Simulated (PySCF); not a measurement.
What each rung costs and misses: atomization of P2, singlet

Geometry (MP2(full)/6-31G*, from the G2/97 set):

```xyz
2

P     0.0000    0.0000    0.0000
P     0.0000    0.0000    1.9323
```

Measured, as an electronic atomization energy: 117.2 kcal/mol (G2/97 heats of formation of molecule and atoms, with zero-point and thermal terms from B3LYP taken off; Curtiss et al., J. Chem. Phys. 106, 1063 (1997), Staroverov et al., J. Chem. Phys. 119, 12129 (2003)). The measured value holds scalar relativity and spin–orbit coupling, which all computed ones lack, and core correlation, which the wave-function levels lack. Atoms are taken at the same level; beside RHF, RMP2 and RCC rows they are unrestricted. (Q) wasn't run for open shells, so the atoms' step beyond CCSDT comes from their full CI. PySCF 2.14.0; the 6-31G* set has Cartesian d functions; a miss is computed less measured; times are wall times on shared hosts and scatter by a factor of two or so; they hold the correlated step alone (with one SCF for RCCSD(T)), and functionals start from a converged Hartree–Fock density. B3LYP has the VWN-RPA form, and B2PLYP's MP2 part freezes the cores. A small miss in a small set is a cancellation of the method's error against the basis error.

| level | basis | miss (kcal/mol) | time of the run | hardware |
| --- | --- | --- | --- | --- |
| RHF | STO-3G | -110.8 | – | – |
| UMP2 | STO-3G | -56.8 | – | – |
| RCCSD(T) | STO-3G | -15.9 | 0.16 s | 1 CPU thread |
| UCCSD(T) | STO-3G | -12.7 | 0.14 s | 1 CPU thread |
| PBE | STO-3G | 33.7 | 0.82 s | 1 CPU thread |
| wB97M-V | STO-3G | 14.2 | 6.5 s | 1 CPU thread |
| UHF | 6-31G | -120.3 | – | – |
| RCCSD(T) | 6-31G | -58.3 | 0.28 s | 1 CPU thread |
| UHF | 6-31G* | -82.9 | – | – |
| RMP2 | 6-31G* | -24.1 | – | – |
| RCCSD(T) | 6-31G* | -26.6 | 0.45 s | 1 CPU thread |
| r2SCAN | 6-31G* | -11.9 | 4.7 s | 1 CPU thread |
| B2PLYP | 6-31G* | -12.0 | 3.6 s | 1 CPU thread |
| RHF | cc-pV(D+d)Z | -85.6 | – | – |
| UHF | cc-pV(D+d)Z | -77.8 | – | – |
| UMP2 | cc-pV(D+d)Z | -44.0 | – | – |
| RCCSD(T) | cc-pV(D+d)Z | -24.9 | 0.71 s | 1 CPU thread |
| UCCSD(T) | cc-pV(D+d)Z | -26.7 | 2.1 s | 1 CPU thread |
| PBE | cc-pV(D+d)Z | 2.2 | 2.8 s | 1 CPU thread |
| B3LYP | cc-pV(D+d)Z | -4.6 | 3.3 s | 1 CPU thread |
| wB97M-V | cc-pV(D+d)Z | -0.1 | 15 s | 1 CPU thread |
| B2PLYP | cc-pV(D+d)Z | -8.1 | 4.3 s | 1 CPU thread |
| RHF | cc-pV(T+d)Z | -81.7 | – | – |
| UHF | cc-pV(T+d)Z | -74.1 | – | – |
| RMP2 | cc-pV(T+d)Z | -8.8 | – | – |
| RCCSD(T) | cc-pV(T+d)Z | -12.2 | 5.2 s | 1 CPU thread |
| UCCSD(T) | cc-pV(T+d)Z | -14.1 | 25 s | 1 CPU thread |
| PBE | cc-pV(T+d)Z | 4.1 | 9.8 s | 1 CPU thread |
| B3LYP | cc-pV(T+d)Z | -2.2 | 7.1 s | 1 CPU thread |
| wB97M-V | cc-pV(T+d)Z | 0.3 | 34 s | 1 CPU thread |
| B2PLYP | cc-pV(T+d)Z | -2.5 | 9.6 s | 1 CPU thread |
| RHF | cc-pV(Q+d)Z | -81.1 | – | – |
| UHF | cc-pV(Q+d)Z | -73.5 | – | – |
| RMP2 | cc-pV(Q+d)Z | -2.8 | – | – |
| UMP2 | cc-pV(Q+d)Z | -27.6 | – | – |
| UCCSD(T) | cc-pV(Q+d)Z | -7.9 | 7 min | 1 CPU thread |
| PBE | cc-pV(Q+d)Z | 4.2 | 36 s | 1 CPU thread |
| r2SCAN | cc-pV(Q+d)Z | -4.9 | 57 s | 1 CPU thread |
| wB97M-V | cc-pV(Q+d)Z | 0.9 | 95 s | 1 CPU thread |
| B2PLYP | cc-pV(Q+d)Z | -0.5 | 67 s | 1 CPU thread |

A dash: the level came out of a higher level's run.

Some unrestricted rows aren't spin-pure. Their determinants' ⟨S²⟩ reaches 0.95 in the UHF rows, 0.86 in the UMP2 and UCC rows, against 0.00 for a pure state.

A composite of the best parts (restricted reference, at this geometry, which isn't the minimum of the high levels):

```csv
part,kcal/mol
"Hartree–Fock limit (T, Q; exp(−5.46 √X))",36.34
"CCSD(T) correlation limit (T, Q; X⁻³)",79.07
CCSDT − CCSD(T) (DZ),-0.11
(Q) (DZ),1.13
sum,116.4
sum less measured,-0.8
```
